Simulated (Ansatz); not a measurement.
Diamond was calculated with rVV10 in Ansatz (plane waves, PAW).

Run with plane-wave cutoff 520 eV, 16×16×16 k mesh, Fermi–Dirac smearing 0.01 eV, scalar-relativistic PAW data made under PBE.

The cell is scaled about its equilibrium volume:

```
V (Å³/atom)  P (GPa)  direct gap at Γ (eV)  smallest gap on the k mesh (eV)
-----------  -------  --------------------  -------------------------------
5.411          29.43                 5.815                            4.458
5.526          18.70                 5.756                            4.405
5.641           8.94                 5.699                            4.354
5.757           0.06                 5.643                            4.304
5.872          -8.03                 5.587                            4.256
5.987         -15.38                 5.533                            4.208
6.102         -22.08                 5.480                            4.161
```

The fundamental gap (4.30 eV at the equilibrium volume, with added k points) lies elsewhere than Γ–Γ.

Ansatz is a quantum-chemistry and plane-wave program.
